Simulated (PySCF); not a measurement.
## Static response to an electric field

Species: aluminum monochloride, AlCl (singlet state).
Structure used (PBE0-D3(BJ)/def2-SVP), in Å, numbered top down from 1:
```
atom  x, y, z in Å
Al1    1.078   -0.033    0.001
Cl2   -1.069    0.021   -0.021
```

Level: wB97X-D/def2-SVPD (PySCF), static field, nuclei fixed, core orbitals frozen in the response. The polarisability tensor in these axes (au):

```
x   61.05 -0.29  0.12
y   -0.29 49.44  0.00
z    0.12  0.00 49.44
```

**Question.** What are the eigenvalues, a third of the trace, and Δα (Δα² = ½Σ(αi − αj)² over the three pairs)?

**Answer.** Principal values 49.43, 49.43 and 61.06 au; mean 53.31 au = 7.90 Å³ = 8.79 × 10⁻⁴⁰ C²·m²/J; Δα = 11.63 au (22 % of the mean).

**Question.** What is the dipole moment, and where does it point?

**Answer.** (1.62, -0.04, 0.02) D, 1.62 D in size, pointing from the negative to the positive side. Measured along this direction, the outermost atoms are Cl2 at the negative end and Al1 at the positive end.

**Question.** How large is μ²/3kT at 500 K beside α?

**Answer.** In Gaussian units μ²/3kT = 12.64 Å³ against 7.90 Å³, a ratio of 1.60; the Debye molar polarisation (4π/3)N_A(α + μ²/3kT) is 51.8 cm³/mol, leaving out the vibrational part.

**Question.** Rayleigh depolarisation ratio (linearly polarised light, static tensor)?

**Answer.** ρ = 3Δα²/(45ᾱ² + 4Δα²) = 405.6/(127883 + 540.8) = 0.00316.

**Question.** Find the Langevin capture rate constant for NH4+ (18.034 u) meeting this molecule (61.950 u), k = 2.342 × 10⁻⁹ cm³/s × √(α in Å³ / reduced mass in u).

**Answer.** The reduced mass is 13.97 u, so k = 1.76 × 10⁻⁹ cm³/s. The formula leaves out the permanent dipole, which adds to the capture rate.

**Question.** What molar refraction does this α imply?

**Answer.** Lorentz–Lorenz: R = (4π/3)N_A α = 2.5225 cm³/(mol·Å³) × 7.90 Å³ = 19.9 cm³/mol, in the limit of long wavelengths.

Geometry: PBE0-D3(BJ)/def2-SVP; no solvent, vibrations or thermal averaging.

These values come from a run that also computed excited states and ΔSCF ions. Time: 3.9 s of wall time (with the writing of density and orbital grids); peak memory 0.28 GiB. Hardware: an Intel Xeon Platinum 8259CL at 2.50 GHz with one thread, shared host with 96 logical CPUs at a one-minute load of 48.
